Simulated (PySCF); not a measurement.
# Redox energetics: sulfur oxide

System: sulfur oxide, `[O][S]` (OS, triplet). Non-hydrogen atoms are numbered in `[O:1][S:2]`.

These are calculated values, B3LYP-D3(BJ)/ma-def2-TZVP in PySCF (grid level 2) at geometries from PBE0-D3(BJ)/ma-def2-SVP. Zero-point and thermal terms (298.15 K, 1 bar) come from unscaled PBE0-D3(BJ)/ma-def2-SVP harmonic frequencies, with soft modes damped to free rotors in the entropy.

Frontier levels of the parent: HOMO -7.44 eV, LUMO -3.74 eV.

Oxidation to the radical cation:
- Vertical ionisation energy (electronic): 10.74 eV
- Adiabatic ionisation energy (with zero-point energy): 10.56 eV
- Adiabatic, electronic part: 10.55 eV
- Vertical gap at the product's structure: 10.45 eV
- Inner reorganisation energy (four-point): 286 meV
- Relaxation of product / of parent: 195 / 91 meV
- ⟨S²⟩ of the product: 0.754
- Largest spin populations: S2 0.64, O1 0.36
- Largest changes of atomic charge: S2 0.73, O1 0.27
- Distances that move most (Å): O1–S2 1.502 → 1.432

Vertical ionisation energy to the quartet cation: 13.92 eV. This state was not relaxed.

Reduction to the radical anion:
* Vertical electron affinity (electronic): 1.07 eV
* Adiabatic electron affinity (with zero-point energy): 1.19 eV
* Adiabatic, electronic part: 1.17 eV
* Vertical gap at the product's structure: 1.41 eV
* Inner reorganisation energy (four-point): 340 meV
* Relaxation of product / of parent: 100 / 240 meV
* ⟨S²⟩ of the product: 0.756
* Largest spin populations: S2 0.54, O1 0.46
* Largest changes of atomic charge: S2 -0.71, O1 -0.28
* Distances that move most (Å): O1–S2 1.502 → 1.596

Vertical electron affinity to the quartet anion: -0.94 eV. The extra electron is not bound at this structure, the number hangs on the basis, and the ion was not relaxed.

Measured values (NIST Chemistry WebBook, evaluated or the median of agreeing entries): adiabatic ionisation energy 10.29 eV (computed 10.56, difference 0.26); adiabatic electron affinity 1.12 eV (computed 1.19, difference 0.06).

Differences come from unrounded values, so a last digit can differ from that of the printed terms.
